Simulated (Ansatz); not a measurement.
**triplet CH(-): levels of theory in one basis**

```yaml
atoms:
  - { symbol: C, position_ang: [0.0000, 0.0000, -0.6305] }
  - { symbol: H, position_ang: [0.0000, 0.0000, 0.6305] }
```

Basis set: def2-SVP (spherical functions). Frozen core: 1 orbital. Correlation on ROHF uses semicanonical orbitals with singles. Charge -1, multiplicity 3.

Computed with Ansatz (development build ahead of 0.2.0); each method stands on the lowest determinant of its kind that the runs found.

```csv
method,E − E(ROHF) (eV),<S²> of the determinant
ROHF,0.00,2.00
UHF,-0.16,2.02
ROHF-MP2,-2.66,–
UHF-MP2,-2.66,2.02
ROHF-CCSD(T),-3.24,–
UHF-CCSD(T),-3.24,2.02
```

**Question.** Is a single determinant a sound starting point here?

**Answer.** By this sign, yes. Unrestricted orbitals gain 0.16 eV and <S²> is 2.02 against 2.00 for a pure state.

Caution: no diffuse functions for an anion.
